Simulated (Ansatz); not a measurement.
**Structure relaxation of CdGa2**

The calculation used DFT PBE, scalar-relativistic, plane waves, PAW (Ansatz 0.2.0). Cutoff 420 eV, Γ-centred k mesh, Gaussian smearing, no spin polarisation in the final step.

The start puts CdGa2 on the fluorite structure type (Fm-3m, No. 225), with Cd in place of Ca, Ga in place of F, at a guessed volume.

```
Cd Ga
1.0
     0.00000    3.06815    3.06815
     3.06815    0.00000    3.06815
     3.06815    3.06815    0.00000
Cd Ga
1 2
Direct
  0.00000 0.00000 0.00000
  0.25000 0.25000 0.25000
  0.75000 0.75000 0.75000
```

Cell and atoms relax at zero pressure; the relaxation can't lower the symmetry of the start. After a coarse first stage the cell is made exact in the group found at 0.06 Å.

Formation energies are uncorrected and refer to the elements' standard structures at the same level.

Question: What does it relax into?

Answer: It keeps Fm-3m (No. 225). The result has the fluorite structure. Conventional cell: a = 6.515 Å. Cd has 8 Ga at 2.82 Å; Ga is coordinated by 4 Cd at 2.82 Å and 6 Ga at 3.26 Å.

```cif
data_structure
_symmetry_space_group_name_H-M 'Fm-3m'
_symmetry_Int_Tables_number 225
_cell_length_a 6.5146
_cell_length_b 6.5146
_cell_length_c 6.5146
_cell_angle_alpha 90.000
_cell_angle_beta 90.000
_cell_angle_gamma 90.000
_cell_volume 276.48
loop_
_atom_site_label
_atom_site_type_symbol
_atom_site_symmetry_multiplicity
_atom_site_Wyckoff_symbol
_atom_site_fract_x
_atom_site_fract_y
_atom_site_fract_z
_atom_site_occupancy
Cd1 Cd 4 a 0.00000 0.00000 0.00000 1
Ga1 Ga 8 c 0.25000 0.75000 0.75000 1
```

Question: What are its volume, energy, density and gap?

Answer: The volume per atom is 23.04 Å³, the density is 6.05 g/cm³ and the energy over the elements is 0.13 eV/atom. The gap on the 12×12×12 mesh is 0 eV (a metal).

The final run used a 12×12×12 mesh on its 3-atom cell and 0.10 eV smearing. The k mesh leaves about 4 meV/atom of noise in metals. Symmetry constrained the relaxation, so the result can be a saddle point.

Cost: 3 runs of about 0.65 core-minutes in all, on AMD EPYC 7R43 (Zen 3) (shared hosts).